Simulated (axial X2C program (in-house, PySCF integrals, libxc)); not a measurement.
Results of a calculation; reference values are marked as such.
## MgB⁺: input and output

Program: an in-house relativistic program for diatomic molecules.

The run was started with this input:
```json
{"zs": [12, 5], "q": 1, "bas": ["dyall-cv3z", "dyall-v3z"], "levels": ["PBE0", "HF", "B3LYP"], "cc": true, "r0": 2.24, "thr": -2.0, "nmax": 90, "npts": 10, "nst": 2, "ntry": 6}
```
```bash
python so2c.py task.json out
```

Keys: zs atomic numbers; q charge; bas basis sets; levels methods; cc coupled cluster on or off; r0 starting distance in Å; thr threshold in hartree for freezing inner shells (an s shell follows its p shell); nmax most natural virtual spinors; npts points on the curve; nst determinants followed; ntry starts of the search. HF also brings MP2.

Output of the HF step, 2c, at R = 2.573 Å for the state Ω = 0. It starts from PBE0 orbitals of this distance.

```
two-component X2C + atomic mean field  HF
basis functions 126  fitting functions 573  grid points 4361
iter        total energy     max residual
   1       -224.197726666     3.65e-02
   2       -224.206182051     3.01e-03
   3       -224.206578065     1.09e-03
   4       -224.206623657     2.88e-04
   5       -224.206629001     1.09e-04
   6       -224.206629471     1.67e-05
   7       -224.206629485     2.49e-06
   8       -224.206629485     6.70e-07
converged
one-electron -332.68587188  Coulomb 115.76662540  exact exchange -19.60572140  xc functional 0.00000000  nuclear repulsion 12.33992719  atomic mean-field constant -0.02158880
correlated 4  virtual 222  natural virtual 80  E(MP2) -0.081359827  MP2 remainder -0.001037023
iter   CCSD correlation   residual
   1     -0.096881982   1.71e-01
   2     -0.109560166   9.40e-02
   3     -0.110692230   2.65e-02
   4     -0.111181344   1.33e-02
   5     -0.111305855   4.43e-03
   6     -0.111247295   1.93e-03
   7     -0.111239668   6.39e-04
   8     -0.111250158   2.05e-04
   9     -0.111249280   8.21e-05
  10     -0.111249621   4.17e-05
  11     -0.111249181   1.19e-05
  12     -0.111249412   4.51e-06
  13     -0.111249448   1.81e-06
  14     -0.111249462   9.78e-07
(T) -0.004233452  T1 0.0410  D1 0.0449  max T2 0.278
```
Energies are in hartree; totals compare only within one Hamiltonian and basis. T1 is large, a sign of multireference character or of a spin-contaminated reference. T1 in the output is the amplitude norm over the root of the electron number; divide by √2 for the Lee–Taylor value.
